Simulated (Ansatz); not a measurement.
# C₂H₃F (singlet): wave-function methods side by side, 6-31G

An exercise on one series of results from a longer session: the logs are not shown, and one member is left open.

Method: 6-31G, core rule «outside noble gas», up to 3 orbitals frozen; program: Ansatz 0.2.0, Gaussian basis.

To be run: UHF; CCSD(T) on RHF; CCSD(T) on UHF; BCCD(T) on RHF; CISD; CCSDT(Q) on RHF; CCSDT(Q) on UHF; CCSDTQ on RHF; CCSDTQ on UHF; CASSCF and MRCISD+Q, 8 electrons in 8 orbitals; CASSCF and MRCISD+Q(relaxed), 8 electrons in 8 orbitals; CASSCF and NEVPT2, 8 electrons in 8 orbitals.

17 further runs of the same task are left out: 17 set aside as unsound or not needed.

## The system

The geometry is an MP2(full)/6-31G* stationary point (not a proven minimum).

6 atoms, charge 0, spin multiplicity 1.

Atoms are counted from 1 here; the program's logs count them from 0.

Bond lengths: C1–C2 1.327 Å, C1–F3 1.354 Å, C1–H4 1.084 Å, C2–H5 1.082 Å, C2–H6 1.081 Å. Angles: C2–C1–F3 122.0°, C2–C1–H4 126.0°, F3–C1–H4 112.0°, C1–C2–H5 121.3°, C1–C2–H6 119.5°, H5–C2–H6 119.2°.

The first run:

The input, in.yaml:

```yaml
crystal:
  periodic: [false, false, false]
  atoms:
    - {symbol: C, position_ang: [0.093343, 0.459824, 0.000000]}
    - {symbol: C, position_ang: [1.285266, -0.122977, 0.000000]}
    - {symbol: F, position_ang: [-1.055586, -0.256222, 0.000000]}
    - {symbol: H, position_ang: [-0.093102, 1.527888, 0.000000]}
    - {symbol: H, position_ang: [1.384691, -1.200723, 0.000000]}
    - {symbol: H, position_ang: [2.177267, 0.488389, 0.000000]}
basis:
  gaussian: {orbitals: 6-31G}
magnetization: {spin_polarized: true, initial_magnetization: 0}
hamiltonian: {xc: hf}
output: {orbitals: {seedname: orbitals}}
```

Run with:

```sh
> ansatz run in.yaml --threads 1 --pin off --events-out ev --progress --plain --max-ram 2880MiB --backend cpu
```

Among the steps run: UHF; CCSD(T) on RHF; CCSD(T) on UHF; BCCD(T) on RHF; CISD; CCSDT(Q) on RHF; CCSDT(Q) on UHF; CCSDTQ on RHF; CCSDTQ on UHF; CASSCF and MRCISD+Q, 8 electrons in 8 orbitals; CASSCF and MRCISD+Q(relaxed), 8 electrons in 8 orbitals; CASSCF and NEVPT2, 8 electrons in 8 orbitals.

One of the session's tables, all rows but one given; the rest of the session is left out.

| method | from RCCSDTQ (kcal/mol) |
| --- | --- |
| RHF | +206.71 |
| UHF | +206.64 |
| RMP2 | +19.85 |
| CISD | +24.44 |
| RCCSD | +5.51 |
| RCCSD(T) | +0.77 |
| BCCD(T) | +0.71 |
| RCCSDT | +0.45 |
| RCCSDT(Q) | ? |
| RCCSDTQ | 0 |

Estimate the missing values for RCCSDT(Q).

The run gave: from RCCSDTQ (kcal/mol): -0.04. In the column «from RCCSDTQ (kcal/mol)» it is the lowest.

Caveats from the session: Left out of the table: CASSCF frontier, MRCISD frontier, MRCISD+Q frontier (the active space lost an orbital or holds another state than full CI finds). Left out of the table: MRCISD+Q(relaxed) frontier (another determinant or state than the rows shown). Warnings in the runs' records: passed over end.
